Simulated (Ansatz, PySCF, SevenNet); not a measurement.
**How well does each level of theory give the cohesive energy of rock-salt MgS?**

Reference value: 4.04 eV/atom (measured, corrected for zero-point motion; as tabulated in Goldzak et al. (2022), arXiv:2208.04865).

What do SevenNet-0, LDA, PBE, rVV10, r²SCAN, PBE0, Hartree–Fock, MP2, CCSD give, and how far is each from the reference?


| level (code) | value (eV/atom) | cell (Å³/atom) | error (eV/atom) |
|---|---|---|---|
| SevenNet-0 | 3.76 | 17.82 | -0.28 |
| LDA (Ansatz) | 4.36 | 16.87 | +0.32 |
| PBE (Ansatz) | 3.72 | 17.88 | -0.32 |
| rVV10 (Ansatz) | 3.81 | 17.98 | -0.23 |
| r²SCAN (Ansatz) | 4.01 | 17.61 | -0.03 |
| PBE0 (PySCF) | 3.75 ± 0.04 | 17.58 | -0.29 |
| Hartree–Fock (PySCF) | 2.86 ± 0.08 | 18.44 | -1.18 |
| MP2 (PySCF) | 4.37 ± 0.1 | 17.36 | +0.33 |
| CCSD (PySCF) | 3.97 ± 0.1 | 17.61 | -0.07 |

Leaving aside SevenNet-0 (doubt noted below): Of the ranked levels r²SCAN (-0.03 eV/atom) comes nearest. Farthest off among them: Hartree–Fock (-1.18 eV/atom). Within 0.5 eV/atom: LDA, PBE, rVV10, r²SCAN, PBE0, MP2, CCSD.

Free atoms are spin-polarised, in the lowest state found; at levels without +SOC their spin–orbit coupling is left out.  A ± on a computed value is a rough bar: the spread of its extrapolation, a floor set from checks against published values, or a statistical error. SevenNet-0: free atoms can lie outside what these potentials were trained on. Each level is taken at its own relaxed cell. Cutoffs differ between the levels. Ansatz's density-functional and Hartree–Fock values are scalar-relativistic unless marked +SOC, with PAW data made under PBE.

Machine-learned potentials (SevenNet-0) are trained on DFT data: a solid inside that data is no test of them.

Differences are worked out from the printed values.

Ansatz is a program for electronic structure.
